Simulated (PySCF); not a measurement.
Rows and methods have been separated. Pair them.

Compound: P3H5.
Bonds: P1–P2, P2–P3. Hydrogens: H4, H5 on P1; H6 on P2; H7, H8 on P3.

The closed-shell ground state was solved 4 times with PySCF (density fitting, gas phase), always in the pcSseg-2 basis (199 functions), with these functionals: B3LYP, HF, KT3 and mPW1PW91. One conformer (not necessarily the lowest) at the PBE0-D3(BJ)/def2-SVP geometry, without solvent, vibrations or thermal averaging.

| row | total energy (Eh) | HOMO (eV) | LUMO (eV) | dipole (D) |
| --- | --- | --- | --- | --- |
| P | -1034.8456 | -5.71 | -1.40 | 0.64 |
| Q | -1027.1731 | -6.46 | -0.78 | 0.64 |
| R | -1025.1575 | -8.93 | 2.39 | 0.65 |
| S | -1027.1584 | -6.68 | -0.57 | 0.70 |

Q: Which functional belongs to which row?

A: P = KT3, Q = B3LYP, R = HF, S = mPW1PW91. By rising HOMO–LUMO gap: KT3 (GGA) 4.31 eV; B3LYP (global hybrid, 20 % exact exchange) 5.68 eV; mPW1PW91 (global hybrid, 25 % exact exchange) 6.11 eV; HF (all exact exchange) 11.32 eV. Total energies of different functionals aren't bounds to one another; each is stationary for its own functional.

The values belong to the conformer `[PH2:1][PH:2][PH2:3]`: H–P1–P2–P3 87°, H–P1–P2–P3 180°, H–P3–P2–P1 -88°, H–P3–P2–P1 180°.
